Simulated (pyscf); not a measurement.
Structures and frequencies: ωB97X-D3(BJ)/def2-SVP in PySCF.

[O=C=GeH]• + H₂ -> O=CH–GeH₂•
Surface: doublet. Broken: H–H. Formed: Ge–H, C–H. Give ΔE‡ and ΔE from ωB97M-D3(BJ)/def2-TZVP, relative to the separated reactants.

ΔE‡ = 36.1 kcal/mol, ΔE = -3.2 kcal/mol. Zero-point energy shifts the barrier by +1.5 kcal/mol. It is an addition across a multiple bond or ene-type step, with an imaginary mode of 1064i cm⁻¹. This is the saddle that the search found; another between the same sides may lie lower. Elements up to Kr have no core potential and no relativistic terms here.
